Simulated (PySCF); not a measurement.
O2, SMILES O=O (connectivity only; charge and spin as stated), charge -1, multiplicity 2. Atoms are numbered in the order given.

```xyz
2

O      0.0000     0.0000    -0.6761
O      0.0000     0.0000     0.6761
```
Charge -1, spin multiplicity 2.

Geometry optimised at PBE-D3(BJ)/def2-TZVPD.

Calculation: PBE-D3(BJ)/def2-TZVPD in PySCF.

Harmonic, unscaled wavenumbers; measured fundamentals usually lie a few per cent lower.

Computed normal modes with their intensities:
```tsv
mode	ν (cm⁻¹)	IR (km/mol)	moving atoms (share of kinetic energy)
1	1108	0.0	O 100 %
```
